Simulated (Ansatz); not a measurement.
We consider hematite (α-Fe2O3), described by r²SCAN+rVV10 (plane waves, PAW; Ansatz, a program for electronic structure).

Run with plane-wave cutoff 560 eV, 8×8×8 k mesh, Fermi–Dirac smearing 0.01 eV, spin-polarised with opposed moments, scalar-relativistic PAW data made under PBE.

The cell is scaled about its equilibrium volume:

Shape and atoms are relaxed at each volume.

| V (Å³/atom) | P (GPa) | direct gap at Γ (eV) | smallest gap on the k mesh (eV) | c (Å) |
|---|---|---|---|---|
| 9.488 | 9.48 | 2.134 | 1.460 | 13.478 |
| 9.686 | 4.50 | 2.157 | 1.499 | 13.595 |
| 9.884 | -0.01 | 2.174 | 1.532 | 13.710 |
| 10.081 | -4.09 | 2.184 | 1.558 | 13.822 |
| 10.279 | -7.78 | 2.186 | 1.582 | 13.932 |

The fundamental gap (1.53 eV at the equilibrium volume, with added k points) lies elsewhere than Γ–Γ.

Measured, for comparison: band gap 2.6 eV (temperature not stated, not corrected to a static lattice, photoemission and inverse photoemission; as tabulated in Parkinson (2016), arXiv:1602.06774).

Note: without U or exact exchange, gaps and moments of open d shells tend to come out too small; the bulk modulus comes from volumes at which shape and atoms were relaxed.
